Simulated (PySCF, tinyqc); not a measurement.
MP2 on RHF in the sto-3g basis, for CH+, spin multiplicity 1, step by step. The lowest restricted solution is unstable here: a spin-polarised one lies 0.0081 hartree lower (PySCF). Computed by tinyqc, a small Python program that keeps every step (integrals from PySCF). Settings: charge = 1, multiplicity = 1, basis = sto-3g, method = RHF, energy threshold = 1e-10, iteration cap = 89, orthogonalisation = symmetric, start = atomic densities, DIIS depth = 6. Command: `OMP_NUM_THREADS=1 python tinyqc.py 30602 30603 out.jsonl` (the two numbers bound the seeds that draw the settings). One thread of a shared host (Intel(R) Xeon(R) Processor @ 2.60GHz), about 0.1 s of CPU time with the checks. Later iterations appear only in the table of the cycle.

## One-electron integrals

Geometry (angstrom):
```
atom         x         y         z
C     0.000000  0.000000  0.000000
H     0.000000  0.000000  1.496000
```

Basis sto-3g: exponents (1/bohr^2) and contraction coefficients of normalised primitives:
```
element  l (shell)   exponent  coefficient
C            s (1)  71.616837     0.154329
C            s (1)  13.045096     0.535328
C            s (1)   3.530512     0.444635
C            s (2)   2.941249    -0.099967
C            s (2)   0.683483     0.399513
C            s (2)   0.222290     0.700115
C            p (3)   2.941249     0.155916
C            p (3)   0.683483     0.607684
C            p (3)   0.222290     0.391957
H            s (1)   3.425251     0.154329
H            s (1)   0.623914     0.535328
H            s (1)   0.168855     0.444635
```

Overlap, kinetic and nuclear-attraction integrals over the contracted functions; the nuclear repulsion is the sum of Za Zb / Rab.

nuclear repulsion = 2.12236849 hartree

overlap S, order 1C 1s, 1C 2s, 1C 2px, 1C 2py, 1C 2pz, 2H 1s:
$$\begin{pmatrix}
1.000000 & 0.248362 & 0.000000 & 0.000000 & 0.000000 & 0.024719 \\
0.248362 & 1.000000 & 0.000000 & 0.000000 & 0.000000 & 0.287457 \\
0.000000 & 0.000000 & 1.000000 & 0.000000 & 0.000000 & 0.000000 \\
0.000000 & 0.000000 & 0.000000 & 1.000000 & 0.000000 & 0.000000 \\
0.000000 & 0.000000 & 0.000000 & 0.000000 & 1.000000 & 0.314100 \\
0.024719 & 0.287457 & 0.000000 & 0.000000 & 0.314100 & 1.000000
\end{pmatrix}$$

kinetic energy T (hartree), order 1C 1s, 1C 2s, 1C 2px, 1C 2py, 1C 2pz, 2H 1s:
$$\begin{pmatrix}
15.891122 & -0.085890 & 0.000000 & 0.000000 & 0.000000 & -0.007395 \\
-0.085890 & 0.472250 & 0.000000 & 0.000000 & 0.000000 & 0.018099 \\
0.000000 & 0.000000 & 1.477728 & 0.000000 & 0.000000 & 0.000000 \\
0.000000 & 0.000000 & 0.000000 & 1.477728 & 0.000000 & 0.000000 \\
0.000000 & 0.000000 & 0.000000 & 0.000000 & 1.477728 & 0.081993 \\
-0.007395 & 0.018099 & 0.000000 & 0.000000 & 0.081993 & 0.760032
\end{pmatrix}$$

nuclear attraction V (hartree), order 1C 1s, 1C 2s, 1C 2px, 1C 2py, 1C 2pz, 2H 1s:
$$\begin{pmatrix}
-34.006469 & -4.280081 & 0.000000 & 0.000000 & -0.008991 & -0.432243 \\
-4.280081 & -5.542140 & 0.000000 & 0.000000 & -0.102339 & -1.215575 \\
0.000000 & 0.000000 & -5.479557 & 0.000000 & 0.000000 & 0.000000 \\
0.000000 & 0.000000 & 0.000000 & -5.479557 & 0.000000 & 0.000000 \\
-0.008991 & -0.102339 & 0.000000 & 0.000000 & -5.541859 & -1.215601 \\
-0.432243 & -1.215575 & 0.000000 & 0.000000 & -1.215601 & -3.340241
\end{pmatrix}$$

core Hamiltonian H = T + V (hartree), order 1C 1s, 1C 2s, 1C 2px, 1C 2py, 1C 2pz, 2H 1s:
$$\begin{pmatrix}
-18.115347 & -4.365971 & 0.000000 & 0.000000 & -0.008991 & -0.439638 \\
-4.365971 & -5.069890 & 0.000000 & 0.000000 & -0.102339 & -1.197476 \\
0.000000 & 0.000000 & -4.001829 & 0.000000 & 0.000000 & 0.000000 \\
0.000000 & 0.000000 & 0.000000 & -4.001829 & 0.000000 & 0.000000 \\
-0.008991 & -0.102339 & 0.000000 & 0.000000 & -4.064131 & -1.133608 \\
-0.439638 & -1.197476 & 0.000000 & 0.000000 & -1.133608 & -2.580209
\end{pmatrix}$$

## Two-electron integrals

Functions are numbered as in S; the eight-fold symmetry (ij|kl) = (ji|kl) = (kl|ij) leaves the list below.

Two-electron integrals (ij|kl) in chemists' order, unique and non-zero (hartree):
```
(11|11) 3.541948   (21|11) 0.576921   (21|21) 0.111888   (22|11) 0.854682
(22|21) 0.205284   (22|22) 0.624709   (31|31) 0.020296   (32|31) 0.030858
(32|32) 0.137996   (33|11) 0.852436   (33|21) 0.205335   (33|22) 0.624568
(33|33) 0.672833   (41|41) 0.020296   (42|41) 0.030858   (42|42) 0.137996
(43|43) 0.036269   (44|11) 0.852436   (44|21) 0.205335   (44|22) 0.624568
(44|33) 0.600295   (44|44) 0.672833   (51|51) 0.020296   (52|51) 0.030858
(52|52) 0.137996   (53|53) 0.036269   (54|54) 0.036269   (55|11) 0.852436
(55|21) 0.205335   (55|22) 0.624568   (55|33) 0.600295   (55|44) 0.600295
(55|55) 0.672833   (61|11) 0.057630   (61|21) 0.011116   (61|22) 0.020389
(61|33) 0.020329   (61|44) 0.020329   (61|51) 0.000635   (61|52) 0.001203
(61|55) 0.020516   (61|61) 0.001126   (62|11) 0.169496   (62|21) 0.041410
(62|22) 0.143041   (62|33) 0.139395   (62|44) 0.139395   (62|51) 0.003870
(62|52) 0.029349   (62|55) 0.150186   (62|61) 0.004289   (62|62) 0.047509
(63|31) 0.003770   (63|32) 0.021136   (63|53) 0.005393   (63|63) 0.005091
(64|41) 0.003770   (64|42) 0.021136   (64|54) 0.005393   (64|64) 0.005091
(65|11) 0.158727   (65|21) 0.039222   (65|22) 0.143630   (65|33) 0.136727
(65|44) 0.136727   (65|51) 0.006829   (65|52) 0.047520   (65|55) 0.157266
(65|61) 0.004203   (65|62) 0.056415   (65|65) 0.070860   (66|11) 0.352159
(66|21) 0.087388   (66|22) 0.345049   (66|33) 0.328938   (66|44) 0.328938
(66|51) 0.008655   (66|52) 0.091620   (66|55) 0.376786   (66|61) 0.009098
(66|62) 0.157459   (66|65) 0.205118   (66|66) 0.774606
```

## Orthogonalisation

S = U s U^T; symmetric (Loewdin) form X = U s^(-1/2) U^T, so that X^T S X = 1.

eigenvalues of S: [0.545777, 0.821999, 1.000000, 1.000000, 1.159085, 1.473139]

X, order 1C 1s, 1C 2s, 1C 2px, 1C 2py, 1C 2pz, 2H 1s:
$$\begin{pmatrix}
1.024918 & -0.134041 & 0.000000 & 0.000000 & -0.005100 & 0.017886 \\
-0.134041 & 1.062241 & 0.000000 & 0.000000 & 0.040344 & -0.167007 \\
0.000000 & 0.000000 & 1.000000 & 0.000000 & 0.000000 & 0.000000 \\
0.000000 & 0.000000 & 0.000000 & 1.000000 & 0.000000 & 0.000000 \\
-0.005100 & 0.040344 & 0.000000 & 0.000000 & 1.042824 & -0.178080 \\
0.017886 & -0.167007 & 0.000000 & 0.000000 & -0.178080 & 1.079345
\end{pmatrix}$$

## Starting guess

The start is atomic minimal-basis densities projected into this basis (PySCF's MINAO start) and scaled to the electron count of each spin; this density is not idempotent, so its energy is not variational and may lie below the converged one.

D at the start, order 1C 1s, 1C 2s, 1C 2px, 1C 2py, 1C 2pz, 2H 1s:
$$\begin{pmatrix}
1.838784 & -0.449660 & 0.000000 & 0.000000 & 0.006363 & -0.017735 \\
-0.449660 & 1.816296 & 0.000000 & 0.000000 & -0.023389 & 0.073911 \\
0.000000 & 0.000000 & 0.564477 & 0.000000 & 0.000000 & 0.000000 \\
0.000000 & 0.000000 & 0.000000 & 0.564477 & 0.000000 & 0.000000 \\
0.006363 & -0.023389 & 0.000000 & 0.000000 & 0.537653 & 0.052191 \\
-0.017735 & 0.073911 & 0.000000 & 0.000000 & 0.052191 & 0.827268
\end{pmatrix}$$

## Iteration 1: building the Fock matrix

J_ij = sum D_kl (ij|kl), K_ij = sum D_kl (ik|jl); F = H + J - 0.5 K; E = tr D H + tr D J / 2 - 0.25 tr D K + E_nn.

Coulomb J (hartree), order 1C 1s, 1C 2s, 1C 2px, 1C 2py, 1C 2pz, 2H 1s:
$$\begin{pmatrix}
9.297980 & 1.757393 & 0.000000 & 0.000000 & 0.007237 & 0.175497 \\
1.757393 & 3.883387 & 0.000000 & 0.000000 & 0.078988 & 0.914046 \\
0.000000 & 0.000000 & 3.864863 & 0.000000 & 0.000000 & 0.000000 \\
0.000000 & 0.000000 & 0.000000 & 3.864863 & 0.000000 & 0.000000 \\
0.007237 & 0.078988 & 0.000000 & 0.000000 & 3.906234 & 0.939517 \\
0.175497 & 0.914046 & 0.000000 & 0.000000 & 0.939517 & 2.450596
\end{pmatrix}$$

exchange K (hartree), order 1C 1s, 1C 2s, 1C 2px, 1C 2py, 1C 2pz, 2H 1s:
$$\begin{pmatrix}
6.231685 & 1.055667 & 0.000000 & 0.000000 & 0.005094 & 0.116610 \\
1.055667 & 1.447806 & 0.000000 & 0.000000 & 0.052676 & 0.463455 \\
0.000000 & 0.000000 & 0.687748 & 0.000000 & 0.000000 & 0.000000 \\
0.000000 & 0.000000 & 0.000000 & 0.687748 & 0.000000 & 0.000000 \\
0.005094 & 0.052676 & 0.000000 & 0.000000 & 0.744727 & 0.342150 \\
0.116610 & 0.463455 & 0.000000 & 0.000000 & 0.342150 & 0.810935
\end{pmatrix}$$

Fock matrix F (hartree), order 1C 1s, 1C 2s, 1C 2px, 1C 2py, 1C 2pz, 2H 1s:
$$\begin{pmatrix}
-11.933210 & -3.136411 & 0.000000 & 0.000000 & -0.004301 & -0.322446 \\
-3.136411 & -1.910406 & 0.000000 & 0.000000 & -0.049689 & -0.515157 \\
0.000000 & 0.000000 & -0.480839 & 0.000000 & 0.000000 & 0.000000 \\
0.000000 & 0.000000 & 0.000000 & -0.480839 & 0.000000 & 0.000000 \\
-0.004301 & -0.049689 & 0.000000 & 0.000000 & -0.530261 & -0.365166 \\
-0.322446 & -0.515157 & 0.000000 & 0.000000 & -0.365166 & -0.535080
\end{pmatrix}$$

total energy of this density = -33.71151567 hartree

This density is the starting one; it is not idempotent, so its energy is not variational and may lie below the converged one.

## Iteration 1: diagonalisation and new density

Diagonalise F' = X^T F X, C = X C', fill 3 alpha and 3 beta electrons from the bottom; D = 2 C_occ C_occ^T. Each column has its largest component positive (the first on a tie).

F' = X^T F X (hartree):
$$\begin{pmatrix}
-11.717375 & -1.523455 & 0.000000 & 0.000000 & -0.013172 & -0.005961 \\
-1.523455 & -1.323610 & 0.000000 & 0.000000 & 0.010350 & -0.236548 \\
0.000000 & 0.000000 & -0.480839 & 0.000000 & 0.000000 & 0.000000 \\
0.000000 & 0.000000 & 0.000000 & -0.480839 & 0.000000 & 0.000000 \\
-0.013172 & 0.010350 & 0.000000 & 0.000000 & -0.457439 & -0.238279 \\
-0.005961 & -0.236548 & 0.000000 & 0.000000 & -0.238279 & -0.367819
\end{pmatrix}$$

orbital energies (hartree): MO1 -11.936221, MO2 -1.177082, MO3 -0.620340, MO4 -0.480839, MO5 -0.480839, MO6 -0.132600

coefficients C, order 1C 1s, 1C 2s, 1C 2px, 1C 2py, 1C 2pz, 2H 1s:
$$\begin{pmatrix}
0.995500 & -0.260898 & 0.069539 & 0.000000 & 0.000000 & 0.069605 \\
0.017808 & 0.971354 & -0.314172 & 0.000000 & 0.000000 & -0.365091 \\
0.000000 & 0.000000 & 0.000000 & 0.553284 & 0.832992 & 0.000000 \\
0.000000 & 0.000000 & 0.000000 & 0.832992 & -0.553284 & 0.000000 \\
0.001200 & 0.071844 & 0.735742 & 0.000000 & 0.000000 & -0.757871 \\
-0.002519 & 0.147773 & 0.479028 & 0.000000 & 0.000000 & 0.986710
\end{pmatrix}$$

D after iteration 1, order 1C 1s, 1C 2s, 1C 2px, 1C 2py, 1C 2pz, 2H 1s:
$$\begin{pmatrix}
2.127850 & -0.515089 & 0.000000 & 0.000000 & 0.067228 & -0.015501 \\
-0.515089 & 2.085101 & 0.000000 & 0.000000 & -0.322683 & -0.014004 \\
0.000000 & 0.000000 & 0.000000 & 0.000000 & 0.000000 & 0.000000 \\
0.000000 & 0.000000 & 0.000000 & 0.000000 & 0.000000 & 0.000000 \\
0.067228 & -0.322683 & 0.000000 & 0.000000 & 1.092960 & 0.726110 \\
-0.015501 & -0.014004 & 0.000000 & 0.000000 & 0.726110 & 0.502623
\end{pmatrix}$$

Within a degenerate level the vectors are fixed only up to a rotation; this is one choice.

## Iteration 7 (converged): orbitals

converged F (hartree), order 1C 1s, 1C 2s, 1C 2px, 1C 2py, 1C 2pz, 2H 1s:
$$\begin{pmatrix}
-11.649195 & -3.097501 & 0.000000 & 0.000000 & -0.014491 & -0.316913 \\
-3.097501 & -1.865229 & 0.000000 & 0.000000 & -0.042854 & -0.513715 \\
0.000000 & 0.000000 & -0.251357 & 0.000000 & 0.000000 & 0.000000 \\
0.000000 & 0.000000 & 0.000000 & -0.251357 & 0.000000 & 0.000000 \\
-0.014491 & -0.042854 & 0.000000 & 0.000000 & -0.662671 & -0.488407 \\
-0.316913 & -0.513715 & 0.000000 & 0.000000 & -0.488407 & -0.580288
\end{pmatrix}$$

As before.

F' = X^T F X (hartree):
$$\begin{pmatrix}
-11.428593 & -1.527279 & 0.000000 & 0.000000 & -0.027651 & 0.001521 \\
-1.527279 & -1.277996 & 0.000000 & 0.000000 & 0.036355 & -0.244277 \\
0.000000 & 0.000000 & -0.251357 & 0.000000 & 0.000000 & 0.000000 \\
0.000000 & 0.000000 & 0.000000 & -0.251357 & 0.000000 & 0.000000 \\
-0.027651 & 0.036355 & 0.000000 & 0.000000 & -0.556355 & -0.349274 \\
0.001521 & -0.244277 & 0.000000 & 0.000000 & -0.349274 & -0.376024
\end{pmatrix}$$

orbital energies (hartree): MO1 -11.653562, MO2 -1.141265, MO3 -0.786293, MO4 -0.251357, MO5 -0.251357, MO6 -0.057848

coefficients C, order 1C 1s, 1C 2s, 1C 2px, 1C 2py, 1C 2pz, 2H 1s:
$$\begin{pmatrix}
0.994491 & -0.255229 & 0.093580 & 0.000000 & 0.000000 & 0.076547 \\
0.021720 & 0.931096 & -0.399462 & 0.000000 & 0.000000 & -0.385826 \\
0.000000 & 0.000000 & 0.000000 & 0.290606 & 0.956843 & 0.000000 \\
0.000000 & 0.000000 & 0.000000 & 0.956843 & -0.290606 & 0.000000 \\
0.002457 & 0.131937 & 0.739485 & 0.000000 & 0.000000 & -0.746054 \\
-0.003677 & 0.207346 & 0.443932 & 0.000000 & 0.000000 & 0.992384
\end{pmatrix}$$

D after iteration 7, order 1C 1s, 1C 2s, 1C 2px, 1C 2py, 1C 2pz, 2H 1s:
$$\begin{pmatrix}
2.125821 & -0.506846 & 0.000000 & 0.000000 & 0.075940 & -0.030068 \\
-0.506846 & 2.053961 & 0.000000 & 0.000000 & -0.344992 & 0.031291 \\
0.000000 & 0.000000 & 0.000000 & 0.000000 & 0.000000 & 0.000000 \\
0.000000 & 0.000000 & 0.000000 & 0.000000 & 0.000000 & 0.000000 \\
0.075940 & -0.344992 & 0.000000 & 0.000000 & 1.128503 & 0.711257 \\
-0.030068 & 0.031291 & 0.000000 & 0.000000 & 0.711257 & 0.480163
\end{pmatrix}$$

Within a degenerate level the vectors are fixed only up to a rotation; this is one choice.

## Convergence

Stop when the energy changes by less than 1e-10 hartree and every element of the error matrix X^T (F D S - S D F) X is below 3e-06.

Course of the cycle:
```
iteration   E (hartree)     change  largest element of the error matrix
1          -33.71151567          -                             3.05e-01
2          -37.41536042  -3.70e+00                             2.82e-02
3          -37.41606425  -7.04e-04                             6.22e-03
4          -37.41610925  -4.50e-05                             1.13e-03
5          -37.41611086  -1.60e-06                             7.82e-06
6          -37.41611086  -1.37e-10                             2.39e-07
7          -37.41611086  -2.84e-14                             8.29e-10
```

PySCF RHF in the same basis = -37.41611086 hartree

Converged in 7 iterations.

## Populations, bond orders and dipole

Mulliken: Z minus the diagonal of D S on the atom; Loewdin: the same with S^(1/2) D S^(1/2); Mayer order: 2 sum_s sum (D(s) S)_ij (D(s) S)_ji over the two atoms.

Charges (e):
```
atom  Mulliken   Loewdin
1C    0.711821  0.746769
2H    0.288179  0.253231
```

Mayer bond orders:
```
pair     order
2-1   0.916953
```

dipole moment about the origin, x y z (debye): [0.000000, 0.000000, 2.775676]

## Integrals over molecular orbitals

(pq|rs) = sum C_ip C_jq C_kr C_ls (ij|kl), one index at a time.

one-electron integrals over orbitals h = C^T H C (hartree):
$$\begin{pmatrix}
-18.103981 & 0.383574 & -0.133080 & 0.000000 & 0.000000 & -0.110443 \\
0.383574 & -4.184346 & 0.200587 & 0.000000 & 0.000000 & 0.498372 \\
-0.133080 & 0.200587 & -3.669032 & 0.000000 & 0.000000 & 0.651840 \\
0.000000 & 0.000000 & 0.000000 & -4.001829 & 0.000000 & 0.000000 \\
0.000000 & 0.000000 & 0.000000 & 0.000000 & -4.001829 & 0.000000 \\
-0.110443 & 0.498372 & 0.651840 & 0.000000 & 0.000000 & -2.935211
\end{pmatrix}$$

Two-electron integrals over orbitals (pq|rs), unique and non-zero (hartree):
```
(11|11) 3.513968    (21|11) -0.336437   (21|21) 0.051357    (22|11) 0.794982
(22|21) -0.012935   (22|22) 0.577037    (31|11) 0.121515    (31|21) -0.016215
(31|22) 0.012262    (31|31) 0.018882    (32|11) -0.093312   (32|21) 0.007260
(32|22) 0.007522    (32|31) 0.014983    (32|32) 0.110020    (33|11) 0.708362
(33|21) -0.009610   (33|22) 0.518728    (33|31) -0.005699   (33|32) -0.037702
(33|33) 0.557460    (41|41) 0.021441    (42|41) 0.026853    (42|42) 0.115198
(43|41) -0.009558   (43|42) -0.034194   (43|43) 0.037085    (44|11) 0.852069
(44|21) -0.010433   (44|22) 0.583143    (44|31) 0.003606    (44|32) -0.051852
(44|33) 0.526886    (44|44) 0.672833    (51|51) 0.021441    (52|51) 0.026853
(52|52) 0.115198    (53|51) -0.009558   (53|52) -0.034194   (53|53) 0.037085
(54|54) 0.036269    (55|11) 0.852069    (55|21) -0.010433   (55|22) 0.583143
(55|31) 0.003606    (55|32) -0.051852   (55|33) 0.526886    (55|44) 0.600295
(55|55) 0.672833    (61|11) 0.100077    (61|21) -0.017433   (61|22) -0.002313
(61|31) -0.005959   (61|32) -0.016264   (61|33) 0.010243    (61|44) 0.002880
(61|55) 0.002880    (61|61) 0.015480    (62|11) -0.164019   (62|21) 0.002918
(62|22) -0.082479   (62|31) -0.013483   (62|32) -0.011544   (62|33) -0.013376
(62|44) -0.087998   (62|55) -0.087998   (62|61) 0.009136    (62|62) 0.075973
(63|11) -0.221355   (63|21) 0.004722    (63|22) -0.078360   (63|31) 0.002578
(63|32) 0.078535    (63|33) -0.069913   (63|44) -0.119094   (63|55) -0.119094
(63|61) -0.005033   (63|62) 0.061886    (63|63) 0.142976    (64|41) -0.007252
(64|42) -0.030439   (64|43) -0.007760   (64|64) 0.020441    (65|51) -0.007252
(65|52) -0.030439   (65|53) -0.007760   (65|65) 0.020441    (66|11) 0.578931
(66|21) -0.004704   (66|22) 0.487784    (66|31) 0.011570    (66|32) 0.085773
(66|33) 0.489182    (66|44) 0.437795    (66|55) 0.437795    (66|61) -0.006981
(66|62) 0.005911    (66|63) 0.072754    (66|66) 0.618152
```

## Second-order Moller-Plesset energy

Hartree-Fock energy = -37.41611086 hartree

E2 = sum_ijab (ia|jb) [2 (ia|jb) - (ib|ja)] / (e_i + e_j - e_a - e_b) over occupied i, j and virtual a, b; the opposite-spin part is (ia|jb)^2 / denominator, the rest is same-spin, and SCS-MP2 scales them by 6/5 and 1/3.

Terms:
```
i  j  a  b    (ia|jb)    (ib|ja)  denominator       term
3  3  6  6   0.142976   0.142976    -1.456891  -0.014031
2  2  4  4   0.115198   0.115198    -1.779817  -0.007456
2  2  5  5   0.115198   0.115198    -1.779817  -0.007456
2  2  6  6   0.075973   0.075973    -2.166835  -0.002664
3  2  6  6   0.061886   0.061886    -1.811863  -0.002114
2  3  6  6   0.061886   0.061886    -1.811863  -0.002114
3  3  4  4   0.037085   0.037085    -1.069873  -0.001285
3  3  5  5   0.037085   0.037085    -1.069873  -0.001285
2  3  4  4  -0.034194  -0.034194    -1.424845  -0.000821
2  3  5  5  -0.034194  -0.034194    -1.424845  -0.000821
3  2  4  4  -0.034194  -0.034194    -1.424845  -0.000821
3  2  5  5  -0.034194  -0.034194    -1.424845  -0.000821
1  2  4  4   0.026853   0.026853   -12.292114  -0.000059
2  1  4  4   0.026853   0.026853   -12.292114  -0.000059
2  1  5  5   0.026853   0.026853   -12.292114  -0.000059
1  2  5  5   0.026853   0.026853   -12.292114  -0.000059
1  1  4  4   0.021441   0.021441   -22.804411  -0.000020
1  1  5  5   0.021441   0.021441   -22.804411  -0.000020
1  1  6  6   0.015480   0.015480   -23.191429  -0.000010
1  3  4  4  -0.009558  -0.009558   -11.937142  -0.000008
1  3  5  5  -0.009558  -0.009558   -11.937142  -0.000008
3  1  4  4  -0.009558  -0.009558   -11.937142  -0.000008
3  1  5  5  -0.009558  -0.009558   -11.937142  -0.000008
1  2  6  6   0.009136   0.009136   -12.679132  -0.000007
2  1  6  6   0.009136   0.009136   -12.679132  -0.000007
1  3  6  6  -0.005033  -0.005033   -12.324160  -2.06e-06
3  1  6  6  -0.005033  -0.005033   -12.324160  -2.06e-06
```

Pair energies (hartree; pair i-j sums ij and ji):
```
pair  opposite spin  same spin
1-1       -0.000051   0.000000
2-1       -0.000248   0.000000
2-2       -0.017576   0.000000
3-1       -0.000035   0.000000
3-2       -0.007510   0.000000
3-3       -0.016602   0.000000
```

MP2 correlation energy = -0.04202135 hartree

SCS-MP2 correlation energy = -0.05042562 hartree

MP2 total energy = -37.45813221 hartree
